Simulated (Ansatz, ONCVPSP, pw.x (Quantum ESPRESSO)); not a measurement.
**What a changed setting does to a pw.x run (diamond Ga)**

Potential: optimised norm-conserving Vanderbilt (ONCV), ONCVPSP 4.0.1.1 (patched build), PBEsol; core [Ar] 3d10, reference 4s2 4p1; waves: 4s: rc 1.70 bohr, ncon 3, nbas 7, qcut 2.7 1/bohr, 2 projectors, debl 0.3 Ha; 4p: rc 2.24 bohr, ncon 4, nbas 8, qcut 3 1/bohr, 2 projectors, debl 2.2 Ha; d scattering state at 0.26 Ha: rc 1.90 bohr, ncon 4, nbas 7, qcut 4.6 1/bohr, 2 projectors, debl 3.7 Ha; local part: polynomial inside 1.28 bohr (lpopt 5, dvloc0 4 Ha); core correction: none. In the s channel the program set the typed energies aside and used -0.329, 0.250 Ha.

The reference run (k-mesh 8³, cutoffs 135/540 Ry, Fermi–Dirac 0.01 Ry, mixing_beta 0.4, conv_thr 1e-9, no spin) gives -0.52 GPa at 23.910 Å³/atom, where all-electron LAPW gives -0.01 GPa. This run, with its own iteration cap, changes nbnd to 2, a wrong or extreme entry chosen on purpose.

```
&control
  calculation='scf', prefix='x', pseudo_dir='./', outdir='./tmp', tstress=.true., disk_io='none'
/
&system
  ibrav=0, nat=2, ntyp=1, ecutwfc=135, ecutrho=540, nbnd=2,
  occupations='smearing', smearing='fd', degauss=0.01
/
&electrons
  conv_thr=1e-09, mixing_beta=0.4, electron_maxstep=70
/
ATOMIC_SPECIES
Ga 1.0 Ga.UPF
CELL_PARAMETERS angstrom
  0.00000000 2.88088900 2.88088900
  2.88088900 0.00000000 2.88088900
  2.88088900 2.88088900 0.00000000
ATOMIC_POSITIONS crystal
Ga 0.0000 0.0000 0.0000
Ga 0.2500 0.2500 0.2500
K_POINTS automatic
8 8 8 0 0 0
```

```bash
pw.x < Ga.scf.in > Ga.scf.out
```

**Question.** How does the run end?

**Answer.** It stops with "setup: too few bands". There must be at least as many bands as half the electrons, and more with smearing.

```
Error in routine setup (1):
     too few bands
```
